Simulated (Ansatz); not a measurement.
Chalcopyrite ZnGeP2 was calculated with LDA (PAW; Ansatz, a quantum-chemistry and plane-wave program).

Run with plane-wave cutoff 500 eV, 8×8×8 k mesh, gaussian smearing 0.02 eV, scalar-relativistic PAW data made under PBE.

Cell (relaxed at this level):

```xyz
8
Lattice="-2.6868 2.6868 5.3123 2.6868 -2.6868 5.3123 2.6868 2.6868 -5.3123" Properties=species:S:1:pos:R:3 pbc="T T T"
Zn     0.0000     0.0000     0.0000
Zn     0.0000     2.6868     2.6562
Ge     0.0000     0.0000     5.3123
Ge     2.6868     0.0000     2.6562
P      1.3413     1.3434     6.6404
P      1.3434    -1.3413     3.9843
P      1.3455     1.3434     1.3281
P      1.3434     4.0282    -1.3281
```

### Question
What does this level give for the band gap?

### Answer

* **band gap**: 1.06 eV (on the SCF k mesh)

Measured, for comparison: band gap 2.05 eV (temperature not stated, no zero-point or thermal correction, pseudodirect, our sources range from 1.80 to 2.20; as tabulated in Rashkeev et al. (1999), arXiv:cond-mat/9809378).

Spin–orbit coupling is not included.

Computed values are for the static lattice.
